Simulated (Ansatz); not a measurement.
**C₂F (quartet): the correlation ladder, def2-TZVPP**

The task here is to estimate one member of a computed series from the others.

Program: Ansatz 0.2.0, Gaussian basis. Level of theory: def2-TZVPP, core rule «outside noble gas», up to 3 orbitals frozen. These are calculated values, not measurements.

The runs, in order: UHF; ROHF; CCSD(T) on UHF.

## The system

The geometry is a PBE0/def2-TZVP stationary point (not a proven minimum).

3 atoms, charge 0, spin multiplicity 4.

Atoms are counted from 1 here; the program's logs count them from 0.

Bond lengths: C1–C2 1.444 Å, C2–F3 1.292 Å. Angles: C1–C2–F3 117.8°.

Set-up of the first run:

Contents of in.yaml:

```yaml
crystal:
  periodic: [false, false, false]
  atoms:
    - {symbol: C, position_ang: [0.000000, -0.230648, 1.382426]}
    - {symbol: C, position_ang: [0.000000, 0.503978, 0.138719]}
    - {symbol: F, position_ang: [0.000000, -0.172798, -0.961661]}
basis:
  gaussian: {orbitals: def2-TZVPP}
magnetization: {spin_polarized: true, initial_magnetization: 3}
hamiltonian: {xc: hf}
output: {orbitals: {seedname: orbitals}}
```

The run is started by

```console
$ ansatz run in.yaml --threads 1 --pin off --events-out ev --progress --plain --max-ram 4096MiB --backend cpu
```

Steps of the session up to this table: UHF; ROHF; CCSD(T) on UHF.

One of the session's tables, all rows but one given; the rest of the session is left out.

It belongs to the step «Misses and costs». 

```
  method  from UCCSD(T) (meV)
    ROHF                    ?
     UHF             +13677.0
    UMP2              +1425.6
   UCCSD               +566.4
UCCSD(T)                    0
```

**Question.** Estimate the row for ROHF.

As computed: from UCCSD(T) (meV): +13844.1. In the column «from UCCSD(T) (meV)» it is the highest.

With the free atoms at the same levels and basis (separate runs), the atomisation energy is 8.468 eV at UCCSD(T), 5.642 eV at ROHF.
